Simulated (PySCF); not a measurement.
# BrN₂Cl, a complex of two parts: interaction energy

An exercise on one series of results from a longer session: the logs are not shown, and one member is left open.

Computed with PySCF 2.14.0; each step states its level. No surroundings beyond the atoms listed, unless a continuum is named. Atoms count from 0, parts from 1.

## The system as given

4 atoms, charge 0, multiplicity 1; geometry: GFN2-xTB. Parts: 1 = atoms 0–1, `ClBr`, charge 0; 2 = atoms 2–3, `N#N`, charge 0.

Set-up of the first run:

The job: settings as JSON, then the geometry in Å.

```
{"job": {"xc": "PBE0", "basis": "def2-TZVPD", "d3": "d3bj", "grid": 3, "kind": "geom", "shake": 0.01}, "charge": 0, "multiplicity": 1, "parts": [{"atoms": "0-1", "charge": 0, "multiplicity": 1}, {"atoms": "2-3", "charge": 0, "multiplicity": 1}]}
Br     1.112322     0.476305     0.029053
Cl    -0.993801     0.013770     0.007516
N      0.620943    -3.045342    -0.822826
N      0.150965    -3.335148     0.101915
```

Started as:

```
OMP_NUM_THREADS=1 python cluster_run.py task.json out
```

One launch serves the whole session: the jobs run in the order shown.

Steps of the session up to this table: Relaxing the molecule at PBE0-D3(BJ)/def2-TZVPD; Coupled-cluster interaction energy: CCSD(T) and MP2, 3.74 Å; Coupled-cluster interaction energy: CCSD(T) and MP2, 3.92 Å; Coupled-cluster interaction energy: CCSD(T) and MP2, 4.11 Å; Coupled-cluster interaction energy: CCSD(T) and MP2, 3.55 Å; Coupled-cluster interaction energy: CCSD(T) and MP2, 4.67 Å; Coupled-cluster interaction energy: CCSD(T) and MP2, 3.36 Å; Coupled-cluster interaction energy: CCSD(T) and MP2, 5.60 Å; Coupled-cluster interaction energy: CCSD(T) and MP2, 7.47 Å.

One of the session's tables, all rows but one given; the rest of the session is left out.

It belongs to the step «Coupled-cluster interaction energy: CCSD(T) and MP2, 7.47 Å». 

```
                 method  interaction energy (kcal/mol)
         HF/aug-cc-pVDZ                         -0.003
        MP2/aug-cc-pVDZ                         -0.022
       CCSD/aug-cc-pVDZ                         -0.016
    CCSD(T)/aug-cc-pVDZ                         -0.018
         HF/aug-cc-pVQZ                         -0.002
        MP2/aug-cc-pVQZ                         -0.023
    SCS-MP2/aug-cc-pVQZ                         -0.018
      MP2, extrapolated                         -0.023
CCSD(T), limit estimate                              ?
```

Estimate the missing values for CCSD(T), limit estimate.

**Answer.** interaction energy (kcal/mol): -0.019. In the column «interaction energy (kcal/mol)» it lies between MP2/aug-cc-pVDZ (-0.022) and CCSD(T)/aug-cc-pVDZ (-0.018).
